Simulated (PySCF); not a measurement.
Record of a relaxation.

Species: C2H6O3S.
Atom-mapped SMILES: `[CH3:1][O:2][S:3]([CH3:4])(=[O:5])=[O:6]` (hydrogens: H7, H8, H9 on C1; H10, H11, H12 on C4)

Computed by this run: PBE0-D3(BJ)/def2-SVP geometry optimisation, gas phase in PySCF; density fitting, grid level 1; the optimiser is geomeTRIC in internal coordinates, started from an MMFF94s structure. 13 of its 15 geometries are shown. The frame can shift and turn from step to step; on so coarse a grid that alone can change the energy by a few meV, and forces under 0.02 eV/Å are noise.

Step 0: E = -19123.9443 eV, largest atomic force 0.669 eV/Å
```
atom  x, y, z in Å  |  force x, y, z in eV/Å
C1      2.004    0.068    0.110    0.010  -0.201  -0.096
O2      0.655    0.485    0.210   -0.200   0.358   0.143
S3     -0.479   -0.543   -0.347   -0.389   0.503   0.206
C4     -1.894    0.464    0.022    0.241   0.133   0.073
O5     -0.502   -1.711    0.508    0.134  -0.328  -0.040
O6     -0.343   -0.646   -1.784    0.154  -0.266  -0.182
H7      2.166   -0.848    0.686    0.041  -0.247   0.093
H8      2.642    0.855    0.520   -0.129   0.234   0.097
H9      2.279   -0.094   -0.936    0.065  -0.089  -0.246
H10    -2.788   -0.079   -0.292   -0.039  -0.238  -0.116
H11    -1.814    1.402   -0.529    0.066   0.137  -0.112
H12    -1.927    0.646    1.098    0.045   0.002   0.179
```

Step 1: E = -19123.9652 eV, largest atomic force 0.172 eV/Å
```
atom  x, y, z in Å  |  force x, y, z in eV/Å
C1      1.858    0.389   -0.696    0.023  -0.023   0.010
O2      0.576    0.639   -0.132    0.007   0.057   0.036
S3     -0.451   -0.626   -0.121    0.119   0.065   0.106
C4     -1.760    0.179    0.754   -0.063   0.014  -0.083
O5      0.111   -1.678    0.708    0.005  -0.035  -0.085
O6     -0.850   -0.900   -1.488   -0.061  -0.075   0.018
H7      2.359   -0.437   -0.165   -0.007   0.040  -0.035
H8      2.427    1.317   -0.566    0.011  -0.027   0.020
H9      1.786    0.155   -1.771   -0.070  -0.017   0.062
H10    -2.614   -0.512    0.719    0.022   0.029   0.006
H11    -1.994    1.115    0.232   -0.039  -0.022   0.007
H12    -1.448    0.359    1.790    0.054  -0.006  -0.062
```

Step 2: E = -19123.9697 eV, largest atomic force 0.060 eV/Å
```
atom  x, y, z in Å  |  force x, y, z in eV/Å
C1      1.854    0.390   -0.690    0.025  -0.005  -0.052
O2      0.578    0.648   -0.121   -0.021   0.014   0.055
S3     -0.443   -0.622   -0.117   -0.044  -0.002   0.040
C4     -1.760    0.179    0.746   -0.007  -0.008  -0.011
O5      0.124   -1.677    0.704    0.010   0.009  -0.016
O6     -0.848   -0.905   -1.481    0.018  -0.007  -0.033
H7      2.352   -0.443   -0.170    0.002   0.005   0.004
H8      2.437    1.310   -0.561   -0.003  -0.005   0.007
H9      1.759    0.159   -1.762    0.011  -0.009  -0.001
H10    -2.608   -0.517    0.720    0.008  -0.004   0.014
H11    -2.006    1.109    0.220   -0.006  -0.014  -0.011
H12    -1.438    0.367    1.777    0.006   0.025   0.003
```

Step 4: E = -19123.9721 eV, largest atomic force 0.058 eV/Å
```
atom  x, y, z in Å  |  force x, y, z in eV/Å
C1      1.851    0.394   -0.691   -0.017   0.012   0.033
O2      0.579    0.652   -0.104    0.033  -0.025  -0.041
S3     -0.437   -0.622   -0.110    0.013  -0.017  -0.040
C4     -1.764    0.175    0.740    0.012   0.002   0.017
O5      0.133   -1.673    0.712   -0.024  -0.011   0.031
O6     -0.829   -0.910   -1.478    0.013   0.028   0.022
H7      2.347   -0.447   -0.184   -0.001  -0.006   0.006
H8      2.440    1.308   -0.551   -0.002   0.014  -0.015
H9      1.747    0.175   -1.764   -0.007   0.009  -0.006
H10    -2.597   -0.539    0.747   -0.002  -0.015   0.015
H11    -2.034    1.081    0.186   -0.010   0.001  -0.014
H12    -1.435    0.406    1.760   -0.009   0.009  -0.007
```

Step 5: E = -19123.9738 eV, largest atomic force 0.096 eV/Å
```
atom  x, y, z in Å  |  force x, y, z in eV/Å
C1      1.850    0.401   -0.693   -0.063   0.015   0.067
O2      0.584    0.650   -0.084    0.049  -0.054  -0.061
S3     -0.430   -0.627   -0.099    0.039   0.000  -0.062
C4     -1.769    0.170    0.733    0.013   0.025   0.011
O5      0.132   -1.674    0.734   -0.026  -0.008   0.039
O6     -0.802   -0.919   -1.471    0.009   0.022   0.042
H7      2.351   -0.450   -0.206    0.000  -0.003  -0.001
H8      2.441    1.312   -0.542   -0.001   0.013  -0.020
H9      1.731    0.201   -1.768   -0.001   0.010  -0.010
H10    -2.583   -0.564    0.781    0.001  -0.014   0.008
H11    -2.067    1.044    0.142   -0.012   0.002  -0.006
H12    -1.435    0.456    1.737   -0.009  -0.007  -0.006
```

Step 6: E = -19123.9746 eV, largest atomic force 0.084 eV/Å
```
atom  x, y, z in Å  |  force x, y, z in eV/Å
C1      1.848    0.407   -0.695   -0.058   0.018   0.050
O2      0.590    0.645   -0.069    0.043  -0.053  -0.048
S3     -0.423   -0.632   -0.087    0.019   0.020  -0.034
C4     -1.772    0.168    0.725    0.002   0.024  -0.001
O5      0.125   -1.674    0.762   -0.011   0.002   0.023
O6     -0.778   -0.931   -1.462    0.010   0.001   0.033
H7      2.356   -0.451   -0.228    0.003  -0.001  -0.003
H8      2.440    1.316   -0.538    0.004   0.006  -0.015
H9      1.717    0.224   -1.773    0.000   0.002  -0.005
H10    -2.569   -0.582    0.808    0.000  -0.007   0.002
H11    -2.094    1.013    0.106   -0.007   0.001   0.001
H12    -1.438    0.496    1.716   -0.004  -0.013  -0.002
```

Step 7: E = -19123.9749 eV, largest atomic force 0.028 eV/Å
```
atom  x, y, z in Å  |  force x, y, z in eV/Å
C1      1.847    0.409   -0.699   -0.026   0.008   0.006
O2      0.595    0.640   -0.061    0.010  -0.021  -0.007
S3     -0.419   -0.636   -0.076    0.004   0.013   0.001
C4     -1.775    0.169    0.720    0.000   0.013  -0.010
O5      0.116   -1.671    0.788    0.002   0.011   0.007
O6     -0.761   -0.944   -1.452    0.002  -0.014   0.008
H7      2.362   -0.451   -0.245    0.004   0.002  -0.001
H8      2.439    1.319   -0.542    0.002  -0.002  -0.005
H9      1.707    0.236   -1.777    0.002  -0.007   0.000
H10    -2.562   -0.589    0.821    0.001   0.001  -0.004
H11    -2.108    0.998    0.085   -0.001   0.001   0.002
H12    -1.442    0.520    1.704   -0.001  -0.007   0.002
```

Step 8: E = -19123.9751 eV, largest atomic force 0.033 eV/Å
```
atom  x, y, z in Å  |  force x, y, z in eV/Å
C1      1.846    0.407   -0.704    0.013  -0.001  -0.031
O2      0.599    0.635   -0.060   -0.014   0.011   0.023
S3     -0.417   -0.637   -0.067   -0.011   0.006   0.026
C4     -1.775    0.175    0.717   -0.002  -0.003  -0.009
O5      0.110   -1.666    0.810    0.009   0.013  -0.005
O6     -0.752   -0.957   -1.442   -0.003  -0.022  -0.009
H7      2.366   -0.453   -0.254    0.002   0.004   0.002
H8      2.439    1.317   -0.550    0.000  -0.006   0.002
H9      1.701    0.235   -1.782    0.001  -0.011   0.004
H10    -2.561   -0.585    0.821   -0.002   0.007  -0.006
H11    -2.110    0.998    0.076    0.005   0.001   0.001
H12    -1.446    0.530    1.700    0.001   0.002   0.003
```

Step 9: E = -19123.9752 eV, largest atomic force 0.085 eV/Å
```
atom  x, y, z in Å  |  force x, y, z in eV/Å
C1      1.845    0.400   -0.714    0.055  -0.016  -0.062
O2      0.605    0.630   -0.060   -0.039   0.048   0.049
S3     -0.415   -0.639   -0.052   -0.023  -0.014   0.043
C4     -1.776    0.187    0.713   -0.003  -0.020  -0.001
O5      0.102   -1.654    0.846    0.016   0.012  -0.015
O6     -0.743   -0.980   -1.424   -0.009  -0.021  -0.025
H7      2.371   -0.458   -0.265   -0.001   0.004   0.006
H8      2.439    1.311   -0.571   -0.004  -0.007   0.007
H9      1.691    0.221   -1.789   -0.001  -0.013   0.007
H10    -2.564   -0.571    0.816   -0.003   0.012  -0.007
H11    -2.103    1.008    0.066    0.011   0.002  -0.003
H12    -1.453    0.544    1.698    0.001   0.015   0.002
```

Step 10: E = -19123.9753 eV, largest atomic force 0.080 eV/Å
```
atom  x, y, z in Å  |  force x, y, z in eV/Å
C1      1.845    0.391   -0.720    0.058  -0.019  -0.052
O2      0.608    0.628   -0.062   -0.035   0.050   0.040
S3     -0.415   -0.638   -0.043   -0.019  -0.020   0.034
C4     -1.775    0.197    0.712   -0.004  -0.022   0.006
O5      0.099   -1.646    0.865    0.013   0.006  -0.011
O6     -0.742   -0.993   -1.411   -0.010  -0.013  -0.021
H7      2.372   -0.463   -0.267   -0.003   0.002   0.006
H8      2.440    1.302   -0.587   -0.005  -0.005   0.004
H9      1.685    0.203   -1.793   -0.002  -0.010   0.005
H10    -2.567   -0.556    0.813   -0.004   0.011  -0.005
H11    -2.095    1.018    0.061    0.011   0.003  -0.005
H12    -1.455    0.555    1.698    0.001   0.017  -0.001
```

Step 12: E = -19123.9758 eV, largest atomic force 0.040 eV/Å
```
atom  x, y, z in Å  |  force x, y, z in eV/Å
C1      1.845    0.354   -0.739   -0.011  -0.004   0.038
O2      0.613    0.625   -0.078    0.015  -0.011  -0.033
S3     -0.420   -0.633   -0.022    0.010  -0.006  -0.031
C4     -1.770    0.234    0.715   -0.002   0.004   0.017
O5      0.095   -1.621    0.906   -0.005  -0.011   0.015
O6     -0.759   -1.021   -1.379    0.000   0.015   0.021
H7      2.369   -0.485   -0.256   -0.003  -0.003   0.001
H8      2.447    1.266   -0.642   -0.001   0.003  -0.014
H9      1.674    0.126   -1.802   -0.002   0.001  -0.006
H10    -2.577   -0.502    0.822   -0.001   0.001   0.003
H11    -2.069    1.048    0.045    0.000   0.005  -0.004
H12    -1.450    0.607    1.695   -0.001   0.006  -0.005
```

Step 13: E = -19123.9759 eV, largest atomic force 0.041 eV/Å
```
atom  x, y, z in Å  |  force x, y, z in eV/Å
C1      1.846    0.346   -0.742   -0.018   0.001   0.037
O2      0.614    0.624   -0.083    0.015  -0.018  -0.029
S3     -0.422   -0.632   -0.020    0.009   0.003  -0.025
C4     -1.768    0.242    0.716    0.000   0.008   0.009
O5      0.092   -1.618    0.910   -0.005  -0.007   0.010
O6     -0.766   -1.023   -1.375    0.001   0.011   0.019
H7      2.368   -0.491   -0.252    0.000  -0.003  -0.001
H8      2.449    1.257   -0.653    0.001   0.001  -0.012
H9      1.675    0.109   -1.803    0.000  -0.001  -0.005
H10    -2.578   -0.489    0.827    0.000   0.001   0.003
H11    -2.064    1.056    0.044   -0.002   0.003  -0.002
H12    -1.446    0.618    1.694    0.001   0.003  -0.004
```

Step 14: E = -19123.9759 eV, largest atomic force under 0.02 eV/Å
```
atom  x, y, z in Å  |  force x, y, z in eV/Å
C1      1.847    0.342   -0.743   -0.007  -0.002   0.017
O2      0.615    0.622   -0.086    0.003  -0.009  -0.012
S3     -0.424   -0.631   -0.020    0.001   0.005  -0.001
C4     -1.767    0.246    0.717    0.002   0.006   0.000
O5      0.089   -1.618    0.912   -0.002   0.000   0.000
O6     -0.769   -1.023   -1.374   -0.001   0.002   0.005
H7      2.369   -0.494   -0.250    0.001  -0.002  -0.001
H8      2.450    1.253   -0.657    0.001  -0.002  -0.008
H9      1.676    0.103   -1.803    0.001  -0.004  -0.001
H10    -2.578   -0.484    0.829    0.002   0.003   0.003
H11    -2.063    1.060    0.045   -0.002   0.001  -0.001
H12    -1.443    0.623    1.694    0.002   0.004  -0.001
```

**Question.** Summarise the path.

**Answer.** The energy falls by 0.73 kcal/mol from step 0 to step 14; nine tenths of that is first reached at step 5. It falls at every step. The largest force goes from 0.669 to under 0.02 eV/Å. Among the bonds S3–C4 changes most, from 1.776 to 1.766 Å; the atoms move by 0.065 Å rms after alignment.

What follows is the cost of the whole optimisation. Time: 62 s wall, 54 s CPU. Hardware: one thread of an x86-64 server, shared host.
